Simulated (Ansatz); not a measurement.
Geometry optimisation, Ansatz 0.2.0, RKS PBE/def2-SVP.

Input file:

```yaml
crystal:
  periodic: [false, false, false]
  atoms:
    - { symbol: Si, position_ang: [-1.06272, 1.08382, -1.54136] }
    - { symbol: Si, position_ang: [-0.11447, 0.80781, 0.44014] }
    - { symbol: Si, position_ang: [0.81641, -1.19941, 1.05457] }
    - { symbol: H, position_ang: [-2.15405, 0.2016, -1.97862] }
    - { symbol: H, position_ang: [-1.42936, 2.34878, -2.19689] }
    - { symbol: H, position_ang: [0.94402, 1.84902, 0.5421] }
    - { symbol: H, position_ang: [2.10791, -1.57124, 0.46311] }
    - { symbol: H, position_ang: [-0.11905, -2.27331, 0.70781] }
    - { symbol: H, position_ang: [1.0113, -1.24707, 2.50914] }
basis:
  gaussian: { orbitals: def2-SVP }
hamiltonian:
  xc: pbe
relax:
  f_tol: 0.02
  max_steps: 40
```

Command:

```bash
$ ansatz run input.yaml --threads 1 --pin off --max-ram 2048MiB --backend cpu --events-out ev --progress --plain --runs-dir out
```

Problem. Where does it end, and by what steps?

Solution. It converged. After 7 steps the energy has fallen by 0.219 eV; H4 moved furthest, 0.33 Å.

```
step  energy less start (eV)  largest force component (eV/Å)  accepted
   0                  0.0000                           0.790       yes
   1                 -0.1762                           0.420       yes
   2                 -0.2022                           0.102       yes
   3                 -0.2115                           0.139       yes
   4                 -0.1961                           0.700        no
   5                 -0.2177                           0.044       yes
   6                 -0.2191                           0.022       yes
   7                 -0.2194                           0.013       yes
```

```xyz
9
Properties=species:S:1:pos:R:3
Si -1.102 1.039 -1.494
Si 0.119 0.913 0.303
Si 0.778 -1.214 1.013
H -2.072 -0.066 -1.798
H -1.521 2.353 -2.087
H 1.081 2.045 0.544
H 2.155 -1.579 0.523
H -0.221 -2.205 0.478
H 0.782 -1.286 2.518
```

The run took 60 s on 1 thread of Intel(R) Xeon(R) Processor @ 2.50GHz (Skylake/Cascade Lake), on a shared host, peak memory 0.12 GiB.
